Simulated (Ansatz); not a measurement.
**C6H14: small, medium and large basis sets**

One table from this session's results is given with a row withheld; the runs are named, their logs left out.

Method: one geometry, several basis sets; program: Ansatz 0.2.0, Gaussian basis.

Levels to be run: PBE0-D4/def2-SVP; ωB97M-V/def2-SVP; PBE0-D4/def2-QZVPP; ωB97M-V/def2-QZVPP; the functionals' def2-TZVPP values are taken from earlier runs.

### The geometry

An earlier PBE0-D4 in a triple-zeta def2 set relaxation fixed the geometry.

20 atoms, charge 0, spin multiplicity 1.

Atoms are counted from 1 here; the program's logs count them from 0.

Bond lengths: C1–C2 1.522 Å, C1–H7 1.093 Å, C1–H8 1.094 Å, C1–H9 1.093 Å, C2–C3 1.523 Å, C2–C4 1.539 Å, C2–H10 1.098 Å, C3–H11 1.092 Å, C3–H12 1.093 Å, C3–H13 1.093 Å, C4–C5 1.522 Å, C4–C6 1.523 Å, C4–H14 1.098 Å, C5–H15 1.094 Å, C5–H16 1.093 Å, C5–H17 1.093 Å, C6–H18 1.092 Å, C6–H19 1.093 Å and more. Angles: C2–C1–H7 111.4°, C2–C1–H8 111.5°, C2–C1–H9 110.9°, H7–C1–H8 107.8°, H7–C1–H9 107.8°, H8–C1–H9 107.2°, C1–C2–C3 110.4°, C1–C2–C4 111.9°, C1–C2–H10 107.2°, C3–C2–C4 113.6°, C3–C2–H10 107.4°, C4–C2–H10 105.9°, C2–C3–H11 112.2°, C2–C3–H12 110.4°, C2–C3–H13 111.3°, H11–C3–H12 107.5°, H11–C3–H13 107.9°, H12–C3–H13 107.2° and more.

The first run:

Input file in.yaml:

```yaml
crystal:
  periodic: [false, false, false]
  atoms:
    - {symbol: C, position_ang: [-0.857181, -1.681511, -0.726950]}
    - {symbol: C, position_ang: [0.238980, -0.836728, -0.092493]}
    - {symbol: C, position_ang: [1.241384, -0.389008, -1.148315]}
    - {symbol: C, position_ang: [-0.339482, 0.321496, 0.739708]}
    - {symbol: C, position_ang: [0.717673, 0.966290, 1.625392]}
    - {symbol: C, position_ang: [-1.048183, 1.379525, -0.095955]}
    - {symbol: H, position_ang: [-1.581312, -2.020792, 0.018843]}
    - {symbol: H, position_ang: [-1.402446, -1.122157, -1.492351]}
    - {symbol: H, position_ang: [-0.436133, -2.566121, -1.211702]}
    - {symbol: H, position_ang: [0.774835, -1.479690, 0.618678]}
    - {symbol: H, position_ang: [2.053897, 0.203446, -0.722230]}
    - {symbol: H, position_ang: [1.690533, -1.255754, -1.639785]}
    - {symbol: H, position_ang: [0.759443, 0.210529, -1.925466]}
    - {symbol: H, position_ang: [-1.088840, -0.130181, 1.403606]}
    - {symbol: H, position_ang: [1.473813, 1.488395, 1.032361]}
    - {symbol: H, position_ang: [0.267745, 1.702877, 2.296069]}
    - {symbol: H, position_ang: [1.230501, 0.221965, 2.240757]}
    - {symbol: H, position_ang: [-1.828571, 0.951998, -0.729154]}
    - {symbol: H, position_ang: [-1.521396, 2.122637, 0.550865]}
    - {symbol: H, position_ang: [-0.345282, 1.912785, -0.741897]}
basis:
  gaussian: {orbitals: def2-SVP}
hamiltonian: {xc: pbe0, dispersion: d4}
output: {orbitals: {seedname: orbitals}}
```

Launch:

```sh
ansatz run in.yaml --threads 2 --pin off --events-out ev --progress --plain --max-ram 32768MiB --backend cpu
```

Steps of the session up to this table: PBE0-D4 in def2-SVP; ωB97M-V in def2-SVP; PBE0-D4 in def2-QZVPP; ωB97M-V in def2-QZVPP.

One of the session's tables, all rows but one given; the rest of the session is left out.

It belongs to the step «Density functionals: the series». 

```
functional       basis  HOMO (eV)  LUMO (eV)
   PBE0-D4    def2-SVP      -8.56       1.65
   PBE0-D4  def2-TZVPP      -8.58       1.09
   PBE0-D4  def2-QZVPP          ?          ?
   ωB97M-V    def2-SVP     -10.85       3.29
   ωB97M-V  def2-TZVPP     -10.87       2.51
   ωB97M-V  def2-QZVPP     -10.87       1.77
```

Estimate the missing values for PBE0-D4, def2-QZVPP.

As computed: HOMO (eV): -8.58; LUMO (eV): 0.66.
